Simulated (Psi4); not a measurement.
Psi4 input (wB97X-D/6-31G*):

```
memory 1500 MB

molecule {
1 2
Cl   -0.00000000   -0.00000000   -0.95498874
Cl    0.00000000    0.00000000    0.95498874
symmetry c1
no_reorient
no_com
}

set {
  basis 6-31G*
  reference uks
  scf_type pk
  dft_radial_points 99
  dft_spherical_points 590
  e_convergence 1e-8
  d_convergence 1e-7
  maxiter 150
}

e = energy('wb97x-d')
print_out(f'\nFINAL {e:.10f} DIPOLE {variable("CURRENT DIPOLE")[0]:.6f} {variable("CURRENT DIPOLE")[1]:.6f} {variable("CURRENT DIPOLE")[2]:.6f}\n')
```

**Question.** What final total energy does it give?

**Answer.** -919.88646 Eh.
